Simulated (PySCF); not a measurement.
# CHFO (formyl fluoride): levels of theory compared

We compute a comparison of 5 runs (HF/def2-SVP, B3LYP/6-31G*, PBE0/def2-SVP, TPSSh/6-31G**, CCSD(T)/def2-TZVP) of CHFO (formyl fluoride). The job is set up through a Python script.

Program for the calculation: PySCF 2.14.0.

### Step 1. The system as given

CHFO has 4 atoms, charge 0, and is taken as a singlet. SMILES: `O=CF`. Geometry: relaxed at PBE0-D4/def2-TZVP.

Bond lengths: O1–C2 1.174 Å, C2–F3 1.336 Å, C2–H4 1.097 Å. Angles: O1–C2–F3 122.9°, O1–C2–H4 127.8°, F3–C2–H4 109.3°.

### Step 2. Energy and forces at HF/def2-SVP (run 1)

The input, calc.py:

```python
from pyscf import gto

mol = gto.M(
    atom='''
O     -1.680609     0.380175     1.564202
C     -0.087683     0.127594     0.040856
F      1.105868    -2.063222    -0.343590
H      0.662425     1.555471    -1.261487
''',
    unit='bohr',
    verbose=3,
    max_memory=1860,
    basis='def2-svp',
)

mf = mol.RHF()
mf.conv_tol = 1e-10
mf.kernel()
if not mf.converged:
    mf = mf.newton().run(mf.mo_coeff, mf.mo_occ)

etot = mf.e_tot
print('E(%s) = %.9f' % ('HF', etot))
grad = mf.nuc_grad_method().kernel()
mf.analyze()
```

On the command line:

```bash
$ OMP_NUM_THREADS=1 python calc.py
```

The program printed:

```text
converged SCF energy = -212.579728337429
[... 15 lines left out ...]
MO #7   energy= -0.796973482174189 occ= 2
[... 7 lines left out ...]
MO #15  energy= 0.336561120265948  occ= 0
[... 7 lines left out ...]
MO #23  energy= 1.27455059951589   occ= 0
[... 7 lines left out ...]
MO #31  energy= 1.88210891230522   occ= 0
[... 7 lines left out ...]
MO #39  energy= 3.09058830976289   occ= 0
[... 7 lines left out ...]
MO #47  energy= 4.27114547169573   occ= 0
[... 5 lines left out ...]
Dipole moment(X, Y, Z, Debye):  1.21160,  1.28031, -1.71553
```

Run time: 0.98 s. Hardware: 1 thread of Arm Neoverse V2, shared host; peak memory 0.12 GiB.

### Step 3. Energy and forces at B3LYP/6-31G(d) (spherical functions) (run 2)

The input, job.py:

```python
from pyscf import gto, dft

mol = gto.Mole()
mol.atom = '''
O     -1.680609     0.380175     1.564202
C     -0.087683     0.127594     0.040856
F      1.105868    -2.063222    -0.343590
H      0.662425     1.555471    -1.261487
'''
mol.unit = 'bohr'
mol.verbose = 3
mol.charge = 0
mol.basis = '6-31g*'
mol.max_memory = 1860
mol.build()

mf = dft.RKS(mol, xc='b3lyp')
mf.conv_tol = 1e-10
mf.grids.level = 5
mf.kernel()
if not mf.converged:
    mf = mf.newton().run(mf.mo_coeff, mf.mo_occ)

e_final = mf.e_tot
print('E = %.10f Eh' % e_final)
grad = mf.nuc_grad_method().kernel()
dip = mf.dip_moment()
pop, q = mf.mulliken_pop()
```

On the command line:

```bash
$ OMP_NUM_THREADS=1 python job.py
```

The program printed:

```text
converged SCF energy = -213.759154883747
E = -213.7591548837 Eh
--------------- RKS gradients ---------------
         x                y                z
0 O     0.0187507121    -0.0048424725    -0.0172266007
1 C    -0.0131598730    -0.0020005694     0.0141314538
2 F    -0.0054138884     0.0078595096     0.0025236428
3 H    -0.0001818786    -0.0010198737     0.0005703247
----------------------------------------------
Dipole moment(X, Y, Z, Debye):  1.06841,  0.85996, -1.41104
 ** Mulliken pop  **
pop of  0 O 1s            1.99729
pop of  0 O 2s            0.92767
pop of  0 O 3s            0.90363
pop of  0 O 2px           0.88796
pop of  0 O 2py           1.08650
pop of  0 O 2pz           0.90250
pop of  0 O 3px           0.46346
pop of  0 O 3py           0.63642
pop of  0 O 3pz           0.46887
pop of  0 O 3dxy          0.00468
pop of  0 O 3dyz          0.00463
pop of  0 O 3dz^2         0.00933
pop of  0 O 3dxz          0.00730
pop of  0 O 3dx2-y2       0.00547
pop of  1 C 1s            1.99630
pop of  1 C 2s            0.70639
pop of  1 C 3s            0.34847
pop of  1 C 2px           0.62344
pop of  1 C 2py           0.62124
pop of  1 C 2pz           0.66237
pop of  1 C 3px           0.16715
pop of  1 C 3py           0.14000
pop of  1 C 3pz           0.19077
pop of  1 C 3dxy          0.03542
pop of  1 C 3dyz          0.03031
pop of  1 C 3dz^2         0.02152
pop of  1 C 3dxz          0.01657
pop of  1 C 3dx2-y2       0.02383
pop of  2 F 1s            1.99729
pop of  2 F 2s            0.94179
pop of  2 F 3s            1.00991
pop of  2 F 2px           1.11886
pop of  2 F 2py           1.01976
pop of  2 F 2pz           1.16918
pop of  2 F 3px           0.68072
pop of  2 F 3py           0.58450
pop of  2 F 3pz           0.71250
pop of  2 F 3dxy          0.00523
pop of  2 F 3dyz          0.00349
pop of  2 F 3dz^2         0.00199
pop of  2 F 3dxz          0.00092
pop of  2 F 3dx2-y2       0.00452
pop of  3 H 1s            0.53164
pop of  3 H 2s            0.32821
 ** Mulliken atomic charges  **
charge of    0O =     -0.30571
charge of    1C =      0.41623
charge of    2F =     -0.25066
charge of    3H =      0.14014
```

Wall time 5.7 s (1 thread of Arm Neoverse V2, shared host); peak memory 0.47 GiB.

### Step 4. Energy and forces at PBE0/def2-SVP (run 3)

The input, run.py:

```python
from pyscf import gto, dft

system = gto.M(
    atom='''
O     -1.680609     0.380175     1.564202
C     -0.087683     0.127594     0.040856
F      1.105868    -2.063222    -0.343590
H      0.662425     1.555471    -1.261487
''',
    verbose=4,
    max_memory=1860,
    unit='bohr',
    basis='def2-svp',
)

mf = dft.RKS(system, xc='pbe0')
mf.conv_tol = 1e-10
mf.grids.level = 5
mf.kernel()
if not mf.converged:
    mf = mf.newton().run(mf.mo_coeff, mf.mo_occ)

e_tot = mf.e_tot
print('E = %.10f Eh' % e_tot)
grad = mf.nuc_grad_method().kernel()
mf.analyze()
```

On the command line:

```bash
$ OMP_NUM_THREADS=1 python run.py
```

The program printed:

```text
PySCF version 2.14.0

[... 87 lines left out ...]
One-electron Energy =                 -428.108043805393550
[... 11 lines left out ...]
MO #7   energy= -0.589578665212746 occ= 2
[... 9 lines left out ...]
MO #17  energy= 0.425875816322829  occ= 0
[... 9 lines left out ...]
MO #27  energy= 1.25339235303314   occ= 0
[... 9 lines left out ...]
MO #37  energy= 2.54655705189764   occ= 0
[... 9 lines left out ...]
MO #47  energy= 3.86723210805968   occ= 0
[... 54 lines left out ...]
Dipole moment(X, Y, Z, Debye):  1.03214,  0.98310, -1.42075
```

Wall time 5.4 s (1 thread of Arm Neoverse V2, shared host); peak memory 0.49 GiB.

Run 4 isn't shown in full; the table further down has it.

### Step 5. The energy at CCSD(T)/def2-TZVP (run 5)

The input, job.py:

```python
# formyl fluoride
from pyscf import gto, cc

mol = gto.M(
    atom='''
O       -0.889340       0.201180       0.827740
C       -0.046400       0.067520       0.021620
F        0.585200      -1.091810      -0.181820
H        0.350540       0.823120      -0.667550
''',
    max_memory=1860,
    basis='def2-tzvp',
    spin=0,
    verbose=3,
)

mf = mol.RHF()
mf.conv_tol = 1e-10
mf.kernel()
if not mf.converged:
    mf = mf.newton().run(mf.mo_coeff, mf.mo_occ)

mycc = cc.CCSD(mf, frozen=3)
mycc.kernel()
e_t = mycc.ccsd_t()
etot = mycc.e_tot + e_t
print('Final energy', etot)
dip = mf.dip_moment()
pop, q = mf.mulliken_pop()
```

On the command line:

```bash
$ OMP_NUM_THREADS=1 python job.py
```

The program printed:

```text
converged SCF energy = -212.843551779866
[... 2 lines left out ...]
Final energy -213.50253000683168
Dipole moment(X, Y, Z, Debye):  1.24974,  1.20793, -1.72692
[... 104 lines left out ...]
charge of    3H =      0.12553
```

Wall time 39 s (1 thread of Arm Neoverse V2, shared host); peak memory 0.63 GiB.

### Step 6. All runs side by side

| run | level | integration grid | task | energy (Eh) | dipole moment (D) of the reference | HOMO energy (eV) | LUMO energy (eV) | wall time |
| --- | --- | --- | --- | --- | --- | --- | --- | --- |
| 1 | HF/def2-SVP | – | gradient | -212.579728 | 2.46 | -13.95 | 3.93 | 0.98 s |
| 2 | B3LYP/6-31G* (spherical functions) | 5 | gradient | -213.759155 | 1.97 | -8.82 | -0.64 | 5.7 s |
| 3 | PBE0/def2-SVP | 5 | gradient | -213.386555 | 2.01 | -9.33 | -0.61 | 5.4 s |
| 4 | TPSSh/6-31G** (spherical functions) | 5 | gradient | -213.760167 | 1.95 | -8.17 | -0.96 | 10 s |
| 5 | CCSD(T)/def2-TZVP | – | energy | -213.502530 | 2.45 | -13.96 | 3.50 | 39 s |

### Step 7. Summary of results

```
                                          quantity          value
                               run 5: total energy  -213.50253 Eh
       run 5: dipole moment (Hartree–Fock density)         2.45 D
        run 5: HOMO energy (Hartree–Fock orbitals)      -13.96 eV
        run 5: LUMO energy (Hartree–Fock orbitals)        3.50 eV
      run 5: HOMO–LUMO gap (Hartree–Fock orbitals)       17.47 eV
run 5: correlation energy (3 core orbitals frozen)     -659.0 mEh
                             run 5: (T) correction     -24.07 mEh
                              run 5: T1 diagnostic          0.016
```

What this shows: Over runs 1, 2, 3, 4 the dipole moment (its size) runs from 1.95 D (TPSSh/6-31G**) to 2.46 D (HF/def2-SVP). The two ends differ in method and basis. Over runs 1, 2, 3, 4 the HOMO–LUMO gap runs from 7.21 eV (TPSSh/6-31G**) to 17.88 eV (HF/def2-SVP). Totals of different functionals can't be ranked against each other. All runs together took 61 s, the longest 39 s.
